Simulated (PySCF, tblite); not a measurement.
# C5H13P: a rotation path, then NMR shifts on frames

How do NMR shifts of C5H13P (`CC[C@@H](C)PC`) change as the atoms move?

The runs use tblite 0.8.0 and PySCF 2.14.0, with density-fitted response routines of our own; the level of theory stands in each step. All values are computed, except where a source is named. Atoms are numbered from 0 throughout.

## 1. Starting geometry

19 atoms, charge 0, multiplicity 1; geometry from: GFN2-xTB.

Bonds of the start (Å): C0–C1 1.52, C1–C2 1.53, C2–C3 1.53, C2–P4 1.88, P4–C5 1.85, C0–H6 1.09, C0–H7 1.09, C0–H8 1.09, C1–H9 1.09, C1–H10 1.09, C2–H11 1.10, C3–H12 1.09, C3–H13 1.09, C3–H14 1.09, P4–H15 1.40, C5–H16 1.09, C5–H17 1.09, C5–H18 1.09.

## 2. The rotation path with GFN2-xTB

The job: settings as JSON, then the geometry in Å.

```
{"job": {"kind": "neb", "xc": "GFN2-xTB", "basis": "xTB", "atoms": [0, 1, 2, 4], "turn": 120}, "charge": 0, "multiplicity": 1}
C     -2.008055    -1.347039     0.570964
C     -1.612810     0.093501     0.275582
C     -0.151826     0.248710    -0.154050
C      0.137582     1.710072    -0.489429
P      1.000371    -0.326213     1.217773
C      2.621683    -0.174657     0.332844
H     -3.075552    -1.413618     0.769487
H     -1.775177    -1.989737    -0.276251
H     -1.475704    -1.717112     1.445060
H     -1.786580     0.704390     1.164936
H     -2.250830     0.483046    -0.523415
H      0.030596    -0.369595    -1.042762
H     -0.574057     2.076292    -1.228536
H      1.139242     1.831617    -0.895414
H      0.050489     2.326798     0.404193
H      0.860462    -1.690536     0.930690
H      2.546368    -0.506406    -0.701773
H      3.350510    -0.788607     0.859070
H      2.963484     0.858344     0.363897
```

With the program's defaults for keys left out, this is: GFN2-xTB climbing-image nudged elastic band, gas phase.

Command:

```sh
$ OMP_NUM_THREADS=1 python probes_run.py task.json out
```

The driver reads the jobs from task.json and runs them one after another.

The program printed:

```text
image   E - E0 / eV
  0      -0.0000
  1       0.0193
  2       0.0751
  3       0.1337
  4       0.1484
  5       0.1087
  6       0.0533
  7       0.0152
  8      -0.0105
```

Run time: 7.8 s. Hardware: 1 thread of Intel Xeon at 2.50GHz, shared host; peak memory 0.19 GiB.

The final band, with the dihedral C0–C1–C2–P4:

| image | dihedral (°) | energy (eV) | energy (kcal/mol) |
| --- | --- | --- | --- |
| 0 | -61 | 0.000 | 0.0 |
| 1 | -45 | 0.019 | 0.4 |
| 2 | -29 | 0.075 | 1.7 |
| 3 | -13 | 0.134 | 3.1 |
| 4 | 3 | 0.148 | 3.4 |
| 5 | 20 | 0.109 | 2.5 |
| 6 | 36 | 0.053 | 1.2 |
| 7 | 52 | 0.015 | 0.4 |
| 8 | 63 | -0.011 | -0.2 |

## 3. NMR shieldings: image 0, PBE0/pcSseg-1

The job: settings as JSON, then the geometry in Å.

```
{"job": {"kind": "nmr", "xc": "PBE0", "basis": "pcSseg-1", "pop": false}, "charge": 0, "multiplicity": 1}
C     -2.008100    -1.347000     0.571000
C     -1.612800     0.093500     0.275600
C     -0.151800     0.248700    -0.154000
C      0.137600     1.710100    -0.489400
P      1.000400    -0.326200     1.217800
C      2.621700    -0.174700     0.332800
H     -3.075600    -1.413600     0.769500
H     -1.775200    -1.989700    -0.276300
H     -1.475700    -1.717100     1.445100
H     -1.786600     0.704400     1.164900
H     -2.250800     0.483000    -0.523400
H      0.030600    -0.369600    -1.042800
H     -0.574100     2.076300    -1.228500
H      1.139200     1.831600    -0.895400
H      0.050500     2.326800     0.404200
H      0.860500    -1.690500     0.930700
H      2.546400    -0.506400    -0.701800
H      3.350500    -0.788600     0.859100
H      2.963500     0.858300     0.363900
```

Level: GIAO PBE0/pcSseg-1 NMR shielding, non-relativistic, gas phase.

The program printed:

```text
coarse grid: 15120 points
cycle   1  E = -539.2017790160  dE =  2.977e-01  |g| = 4.284e-01  |ddm| = 3.651e+00
cycle   2  E = -539.1907906224  dE =  1.099e-02  |g| = 4.802e-01  |ddm| = 7.922e-01
cycle   3  E = -539.2514384180  dE = -6.065e-02  |g| = 3.879e-02  |ddm| = 4.401e-01
cycle   4  E = -539.2517165907  dE = -2.782e-04  |g| = 2.312e-02  |ddm| = 7.496e-02
cycle   5  E = -539.2518488566  dE = -1.323e-04  |g| = 3.734e-03  |ddm| = 2.340e-02
cycle   6  E = -539.2518522100  dE = -3.353e-06  |g| = 1.316e-03  |ddm| = 5.780e-03
final grid: 137808 points
cycle   7  E = -539.2905544583  dE = -4.334e-05  |g| = 9.574e-03  |ddm| = 3.249e-02
cycle   8  E = -539.2905444449  dE =  1.001e-05  |g| = 1.145e-02  |ddm| = 1.788e-02
cycle   9  E = -539.2905781204  dE = -3.368e-05  |g| = 6.431e-04  |ddm| = 1.036e-02
cycle  10  E = -539.2905782183  dE = -9.792e-08  |g| = 2.382e-04  |ddm| = 9.503e-04
cycle  11  E = -539.2905782318  dE = -1.343e-08  |g| = 4.978e-05  |ddm| = 2.141e-04
cycle  12  E = -539.2905782324  dE = -6.019e-10  |g| = 1.742e-05  |ddm| = 6.863e-05
converged SCF energy = -539.2905782324

GIAO shielding tensors (ppm)
atom      isotropic    diamagn.    paramagn.     s11        s22        s33       span
  0 C      170.964     247.313     -76.350    159.720    169.502    183.670     23.951
  1 C      152.358     247.998     -95.640    138.858    146.505    171.710     32.852
  2 C      148.830     252.610    -103.780    134.615    147.913    163.961     29.347
  3 C      165.564     248.561     -82.997    152.863    157.175    186.655     33.791
  4 P      424.960     967.929    -542.969    362.191    429.079    483.609    121.417
  5 C      179.877     253.593     -73.717    167.915    181.745    189.969     22.054
  6 H       30.532      28.053       2.479     25.718     27.499     38.380     12.662
  7 H       30.958      30.755       0.203     26.862     29.019     36.993     10.131
  8 H       30.613      30.670      -0.056     25.254     31.298     35.289     10.036
  9 H       30.454      31.931      -1.477     26.577     29.860     34.925      8.347
 10 H       30.079      31.935      -1.855     24.586     29.597     36.055     11.469
 11 H       29.994      35.268      -5.275     27.676     28.015     34.289      6.613
 12 H       30.532      30.984      -0.452     26.042     27.993     37.561     11.520
 13 H       30.486      32.115      -1.629     24.596     30.268     36.595     11.999
 14 H       30.962      31.249      -0.288     27.665     28.503     36.718      9.053
 15 H       28.259      32.416      -4.157     22.456     28.908     33.412     10.956
 16 H       30.536      32.274      -1.738     25.581     28.756     37.272     11.690
 17 H       30.619      29.190       1.429     25.645     27.427     38.787     13.142
 18 H       30.632      30.994      -0.362     25.925     29.006     36.964     11.039
```

Wall time 55 s (1 thread of Intel Xeon at 2.50GHz, shared host); peak memory 0.78 GiB.

The references, computed at this level on geometries of the same kind, shield at (ppm): ¹H TMS 31.72, ¹³C TMS 186.9, ³¹P H3PO4 318.4. Their shielding less the atom's gives the shift. The references are single molecules in the gas phase, so shifts against H2O, NH3, PH3, H3PO4 or CFCl3 are not on the usual liquid scales and can be off by tens of ppm. Each atom is listed at this fixed geometry, with no averaging over motion; a spectrum would average atoms that exchange fast.

| atoms | environment | σ (ppm) | δ (ppm) |
| --- | --- | --- | --- |
| C2 | sp3 CH bonded to P | 148.8 | 38.1 |
| C1 | sp3 CH2 | 152.4 | 34.6 |
| C3 | methyl carbon | 165.6 | 21.4 |
| C0 | methyl carbon | 171.0 | 16.0 |
| C5 | methyl carbon bonded to P | 179.9 | 7.0 |
| H15 | hydrogen on a phosphorus bonded to 2 C | 28.26 | 3.46 |
| H11 | hydrogen on an sp3 CH bonded to P | 29.99 | 1.72 |
| H10 | hydrogen on an sp3 CH2 | 30.08 | 1.64 |
| H9 | hydrogen on an sp3 CH2 | 30.45 | 1.26 |
| H13 | hydrogen on a methyl carbon | 30.49 | 1.23 |
| H6 | hydrogen on a methyl carbon | 30.53 | 1.18 |
| H12 | hydrogen on a methyl carbon | 30.53 | 1.18 |
| H16 | hydrogen on a methyl carbon bonded to P | 30.54 | 1.18 |
| H8 | hydrogen on a methyl carbon | 30.61 | 1.10 |
| H17 | hydrogen on a methyl carbon bonded to P | 30.62 | 1.10 |
| H18 | hydrogen on a methyl carbon bonded to P | 30.63 | 1.08 |
| H7 | hydrogen on a methyl carbon | 30.96 | 0.76 |
| H14 | hydrogen on a methyl carbon | 30.96 | 0.76 |
| P4 | phosphorus bonded to 2 C, H | 425.0 | -106.6 |

## 4. Shielding tensors: image 2, PBE0/pcSseg-1

The job: settings as JSON, then the geometry in Å.

```
{"job": {"kind": "nmr", "xc": "PBE0", "basis": "pcSseg-1", "pop": false}, "charge": 0, "multiplicity": 1}
C     -1.957000    -1.260800     0.790000
C     -1.648700     0.026100     0.035600
C     -0.154200     0.254500    -0.248600
C      0.135800     1.753100    -0.319800
P      0.951000    -0.529200     1.061300
C      2.604800    -0.229100     0.282000
H     -3.032000    -1.381600     0.908200
H     -1.569100    -2.129100     0.262600
H     -1.503200    -1.224800     1.779600
H     -2.027700     0.865100     0.622200
H     -2.186800     0.025100    -0.917000
H      0.105800    -0.208200    -1.209600
H     -0.538300     2.236700    -1.024900
H      1.159000     1.944600    -0.636400
H     -0.010900     2.207000     0.659800
H      0.833400    -1.825400     0.541100
H      2.578100    -0.357500    -0.799100
H      3.309000    -0.936300     0.718900
H      2.941300     0.779200     0.516900
```

With the program's defaults for keys left out, this is: GIAO PBE0/pcSseg-1 NMR shielding, non-relativistic, gas phase.

The program printed:

```text
coarse grid: 15120 points
cycle   1  E = -539.1977822088  dE =  3.010e-01  |g| = 4.266e-01  |ddm| = 3.661e+00
cycle   2  E = -539.1873238544  dE =  1.046e-02  |g| = 4.768e-01  |ddm| = 7.866e-01
cycle   3  E = -539.2469921941  dE = -5.967e-02  |g| = 3.870e-02  |ddm| = 4.368e-01
cycle   4  E = -539.2472654145  dE = -2.732e-04  |g| = 2.317e-02  |ddm| = 7.547e-02
cycle   5  E = -539.2473988877  dE = -1.335e-04  |g| = 3.789e-03  |ddm| = 2.407e-02
cycle   6  E = -539.2474023750  dE = -3.487e-06  |g| = 1.236e-03  |ddm| = 5.797e-03
final grid: 137808 points
cycle   7  E = -539.2856681130  dE = -4.665e-05  |g| = 9.546e-03  |ddm| = 3.523e-02
cycle   8  E = -539.2856581224  dE =  9.991e-06  |g| = 1.141e-02  |ddm| = 1.782e-02
cycle   9  E = -539.2856915804  dE = -3.346e-05  |g| = 6.453e-04  |ddm| = 1.038e-02
cycle  10  E = -539.2856916789  dE = -9.852e-08  |g| = 2.385e-04  |ddm| = 9.561e-04
cycle  11  E = -539.2856916925  dE = -1.354e-08  |g| = 5.014e-05  |ddm| = 2.130e-04
cycle  12  E = -539.2856916931  dE = -6.089e-10  |g| = 1.729e-05  |ddm| = 6.718e-05
converged SCF energy = -539.2856916931

GIAO shielding tensors (ppm)
atom      isotropic    diamagn.    paramagn.     s11        s22        s33       span
  0 C      172.713     248.754     -76.041    162.870    171.404    183.866     20.995
  1 C      155.120     246.969     -91.848    137.528    152.627    175.205     37.678
  2 C      151.655     252.583    -100.928    130.149    156.682    168.133     37.984
  3 C      164.764     248.911     -84.147    150.526    159.191    184.575     34.049
  4 P      429.226     967.931    -538.705    375.463    422.832    489.383    113.920
  5 C      179.353     253.655     -74.302    167.926    180.303    189.829     21.902
  6 H       30.774      28.102       2.673     25.807     27.742     38.775     12.968
  7 H       30.770      31.208      -0.438     26.344     29.745     36.221      9.877
  8 H       30.201      30.457      -0.256     24.748     31.306     34.550      9.802
  9 H       30.588      31.907      -1.318     25.396     31.180     35.188      9.792
 10 H       29.725      31.423      -1.698     24.760     28.457     35.958     11.199
 11 H       29.573      34.964      -5.390     26.489     27.963     34.267      7.778
 12 H       30.471      30.856      -0.385     26.059     27.915     37.439     11.380
 13 H       30.597      32.124      -1.526     24.663     30.366     36.764     12.101
 14 H       31.034      31.469      -0.436     27.735     28.877     36.489      8.754
 15 H       28.379      32.486      -4.108     22.517     28.876     33.743     11.226
 16 H       30.626      32.171      -1.545     25.897     28.750     37.232     11.335
 17 H       30.582      29.264       1.318     25.592     27.450     38.703     13.111
 18 H       30.726      31.016      -0.290     26.052     28.895     37.231     11.179
```

It took 51 s on 1 thread of Intel Xeon at 2.50GHz, shared host; peak memory 0.96 GiB.

Key values: δ C2 35.3, C1 31.8, C3 22.2, C0 14.2, H15 3.34, H11 2.14 ppm.

(Part 1 of 2 ends here.)
